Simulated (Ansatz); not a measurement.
C$_{2}$H$_{5}$FO$_{2}$ (`COC(O)F`), relaxed with RKS PBE-D4/def2-SVP in the Gaussian-basis code of Ansatz from a rough embedded geometry. The force threshold is 0.03 eV/Å; the program also tests the step.

The species carries charge 0 and has multiplicity 1.

Start:

```xyz
10

C    -0.205    0.548    1.265
O    -0.401   -0.592    0.504
C     0.376   -0.526   -0.644
O    -0.129    0.280   -1.644
F     0.299   -1.779   -1.232
H    -0.616    1.464    0.701
H     0.788    0.702    1.563
H    -0.885    0.454    2.147
H     1.450   -0.318   -0.493
H    -0.677   -0.233   -2.168
```

| step | energy (eV) | largest force (eV/Å) | largest move (Å) |
| --- | --- | --- | --- |
| 1 | -8949.4247 | 3.557 | 0.000 |
| 2 | -8949.8181 | 1.040 | 0.074 |
| 3 | -8949.8751 | 0.456 | 0.109 |
| 4 | -8949.9016 | 0.490 | 0.136 |
| 5 | -8949.9069 | 0.656 | 0.111 |
| 6 | -8949.9271 | 0.078 | 0.068 |
| 7 | -8949.9287 | 0.102 | 0.040 |
| 8 | -8949.9296 | 0.049 | 0.031 |
| 9 | -8949.9296 | 0.060 | 0.008 |
| 10 | -8949.9297 | 0.008 | 0.003 |

End:

```xyz
10

C    -0.274    0.561    1.197
O    -0.358   -0.628    0.429
C     0.442   -0.616   -0.708
O    -0.003    0.258   -1.678
F     0.415   -1.908   -1.168
H    -0.586    1.455    0.612
H     0.761    0.736    1.575
H    -0.952    0.438    2.062
H     1.499   -0.331   -0.483
H    -0.944    0.035   -1.837
```

It took 9.5 s on 4 threads of an Arm Neoverse V1 on a shared host, with 0.13 GiB of host memory at the peak.
